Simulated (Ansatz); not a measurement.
Tetragonal perovskite BaTiO3 (room-temperature form, which distorts further on cooling) was calculated with PBEsol (PAW; Ansatz, a program for electronic structure).

Run with plane-wave cutoff 520 eV, 8×8×8 k mesh, Fermi–Dirac smearing 0.01 eV, no spin polarisation, scalar-relativistic PAW data made under PBE.

Cell (measured lattice):

```cif
data_BaO3Ti
_chemical_formula_sum 'Ba1 Ti1 O3'
_space_group_name_H-M_alt 'P 1'
_space_group_IT_number 1
_cell_length_a 3.99400
_cell_length_b 3.99400
_cell_length_c 4.03400
_cell_angle_alpha 90.000
_cell_angle_beta 90.000
_cell_angle_gamma 90.000
loop_
_space_group_symop_operation_xyz
  'x, y, z'
loop_
_atom_site_label
_atom_site_type_symbol
_atom_site_fract_x
_atom_site_fract_y
_atom_site_fract_z
_atom_site_occupancy
Ba1 Ba 0.00000 0.00000 0.00318 1
Ti1 Ti 0.50000 0.50000 0.51803 1
O1 O 0.50000 0.50000 0.97343 1
O2 O 0.00000 0.50000 0.48468 1
O3 O 0.50000 0.00000 0.48468 1
```

Estimate the band gap and smallest direct gap on the k points sampled that the calculation returns.


- band gap: 1.82 eV
- smallest direct gap on the k points sampled: 2.17 eV

Note: cell and atoms aren't relaxed at this level (pressure -2.9 GPa).

Spin–orbit coupling is not included.

Cost on a shared machine: around 40 core-seconds (rough).
